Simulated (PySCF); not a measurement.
Stationary points of SF5

Computed with PySCF, PBE0, basis S def2-TZVP, F def2-TZVP (no relativity, density fitting).

Relaxations began from a few typed shapes; open shells are unrestricted. The search is not exhaustive: other isomers or separated fragments can lie lower, and high-lying points may rest on an excited occupation.

| spin | group | bonds | angles | imaginary modes (cm⁻¹) | ΔE (kJ/mol) | ΔE with ZPE (kJ/mol) |
| --- | --- | --- | --- | --- | --- | --- |
| doublet | C4v | S–F 1.544 Å, S–F 1.603 Å (×4) | F–S–F 90.0° (×4), F–S–F 91.7° (×4), F–S–F 176.7° (×2) | none | 0.0 | 0.0 |
| doublet | D3h | S–F 1.647 Å (×2), S–F 1.652 Å (×3) | F–S–F 90.0° (×6), F–S–F 120.0° (×3), F–S–F 180.0° | 415i, 415i | 161.7 | – |

The lowest minimum found is the doublet C4v: S–F 1.544 Å, S–F 1.603 Å (×4); F–S–F 90.0° (×4), F–S–F 91.7° (×4), F–S–F 176.7° (×2).
